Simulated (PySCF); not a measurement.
Compound: C5H5N.
Atom-mapped SMILES: `[CH2:1]=[CH:2]/[CH:3]=[CH:4]\[C:5]#[N:6]` (hydrogens: H7, H8 on C1; H9 on C2; H10 on C3; H11 on C4)

The same species was optimised twice, with GFN2-xTB and with PBE0-D3(BJ)/def2-SVP (PySCF), and the same property calculations (PySCF, gas phase) were run on both structures.

| coordinate | GFN2-xTB | PBE0-D3(BJ)/def2-SVP | change |
| --- | --- | --- | --- |
| C4–C5 (Å) | 1.405 | 1.424 | +0.019 |
| C5≡N6 (Å) | 1.148 | 1.161 | +0.013 |
| C1=C2 (Å) | 1.331 | 1.341 | +0.010 |
| C3=C4 (Å) | 1.344 | 1.352 | +0.008 |
| C2–C3 (Å) | 1.441 | 1.448 | +0.007 |
| C2–C3–C4 (°) | 124.0 | 125.3 | +1.3 |
| C4–C5–N6 (°) | 179.0 | 179.6 | +0.6 |
| C1–C2–C3 (°) | 122.9 | 123.1 | +0.2 |
| C3–C4–C5 (°) | 123.2 | 123.1 | -0.1 |
| C1–C2–C3–C4 (°) | 180 | 180 | 0 |

Rotational constants: A = 10055, B = 2059, C = 1709 MHz (GFN2-xTB) against A = 9938, B = 2008, C = 1670 MHz (PBE0-D3(BJ)/def2-SVP). Point groups within 0.08 Å: Cs and Cs. Atoms that the bonding makes alike are paired by their places after alignment.

On the GFN2-xTB structure: lowest singlet, TDDFT (eV) 5.27 [CAM-B3LYP/def2-SVPD]; lowest triplet, Tamm–Dancoff (eV) 2.84 [CAM-B3LYP/def2-SVPD]; isotropic polarisability (au) 70.4 [CAM-B3LYP/def2-SVPD]; HOMO (eV) -8.67 [CAM-B3LYP/def2-SVPD]; LUMO (eV) -1.09 [CAM-B3LYP/def2-SVPD]; dipole (D) 4.34 [CAM-B3LYP/def2-SVPD]; HOMO (eV) -7.46 [PBE0/pcSseg-1]; LUMO (eV) -2.15 [PBE0/pcSseg-1]; dipole (D) 4.26 [PBE0/pcSseg-1]; GIAO shielding of C1 (ppm) 52.0 [PBE0/pcSseg-1]; GIAO shielding of C2 (ppm) 44.2 [PBE0/pcSseg-1]; GIAO shielding of C3 (ppm) 28.2 [PBE0/pcSseg-1]; GIAO shielding of C4 (ppm) 82.0 [PBE0/pcSseg-1]; GIAO shielding of C5 (ppm) 65.8 [PBE0/pcSseg-1]; GIAO shielding of N6 (ppm) -63.9 [PBE0/pcSseg-1].

**Question.** What do these properties become on the PBE0-D3(BJ)/def2-SVP structure?

**Answer.** 
```json
{"property": "lowest singlet, TDDFT (eV)", "level": "CAM-B3LYP/def2-SVPD", "on GFN2-xTB": "5.27", "on PBE0-D3(BJ)/def2-SVP": "5.21", "change": "-0.06"}
{"property": "lowest triplet, Tamm–Dancoff (eV)", "level": "CAM-B3LYP/def2-SVPD", "on GFN2-xTB": "2.84", "on PBE0-D3(BJ)/def2-SVP": "2.79", "change": "-0.05"}
{"property": "isotropic polarisability (au)", "level": "CAM-B3LYP/def2-SVPD", "on GFN2-xTB": "70.4", "on PBE0-D3(BJ)/def2-SVP": "71.8", "change": "+1.4"}
{"property": "HOMO (eV)", "level": "CAM-B3LYP/def2-SVPD", "on GFN2-xTB": "-8.67", "on PBE0-D3(BJ)/def2-SVP": "-8.66", "change": "+0.01"}
{"property": "LUMO (eV)", "level": "CAM-B3LYP/def2-SVPD", "on GFN2-xTB": "-1.09", "on PBE0-D3(BJ)/def2-SVP": "-1.14", "change": "-0.05"}
{"property": "dipole (D)", "level": "CAM-B3LYP/def2-SVPD", "on GFN2-xTB": "4.34", "on PBE0-D3(BJ)/def2-SVP": "4.39", "change": "+0.05"}
{"property": "energy, GFN2-xTB geometry as zero (kcal/mol)", "level": "CAM-B3LYP/def2-SVPD", "on GFN2-xTB": "0.0", "on PBE0-D3(BJ)/def2-SVP": "-0.8", "change": "-0.8"}
{"property": "HOMO (eV)", "level": "PBE0/pcSseg-1", "on GFN2-xTB": "-7.46", "on PBE0-D3(BJ)/def2-SVP": "-7.45", "change": "+0.01"}
{"property": "LUMO (eV)", "level": "PBE0/pcSseg-1", "on GFN2-xTB": "-2.15", "on PBE0-D3(BJ)/def2-SVP": "-2.20", "change": "-0.05"}
{"property": "dipole (D)", "level": "PBE0/pcSseg-1", "on GFN2-xTB": "4.26", "on PBE0-D3(BJ)/def2-SVP": "4.30", "change": "+0.04"}
{"property": "energy, GFN2-xTB geometry as zero (kcal/mol)", "level": "PBE0/pcSseg-1", "on GFN2-xTB": "0.0", "on PBE0-D3(BJ)/def2-SVP": "-0.4", "change": "-0.4"}
{"property": "GIAO shielding of C1 (ppm)", "level": "PBE0/pcSseg-1", "on GFN2-xTB": "52.0", "on PBE0-D3(BJ)/def2-SVP": "48.6", "change": "-3.4"}
{"property": "GIAO shielding of C2 (ppm)", "level": "PBE0/pcSseg-1", "on GFN2-xTB": "44.2", "on PBE0-D3(BJ)/def2-SVP": "42.4", "change": "-1.8"}
{"property": "GIAO shielding of C3 (ppm)", "level": "PBE0/pcSseg-1", "on GFN2-xTB": "28.2", "on PBE0-D3(BJ)/def2-SVP": "26.5", "change": "-1.7"}
{"property": "GIAO shielding of C4 (ppm)", "level": "PBE0/pcSseg-1", "on GFN2-xTB": "82.0", "on PBE0-D3(BJ)/def2-SVP": "79.2", "change": "-2.8"}
{"property": "GIAO shielding of C5 (ppm)", "level": "PBE0/pcSseg-1", "on GFN2-xTB": "65.8", "on PBE0-D3(BJ)/def2-SVP": "63.7", "change": "-2.1"}
{"property": "GIAO shielding of N6 (ppm)", "level": "PBE0/pcSseg-1", "on GFN2-xTB": "-63.9", "on PBE0-D3(BJ)/def2-SVP": "-69.0", "change": "-5.1"}
```

The heavy atoms differ by 0.024 Å rms after alignment. Among bonds between heavy atoms C4–C5 changes most (+0.019 Å). Changes are differences of the printed values. Neither structure is proved a minimum here.

Shape of the structure used: `[CH2:1]=[CH:2]/[CH:3]=[CH:4]\[C:5]#[N:6]`: C1–C2–C3–C4 180°.
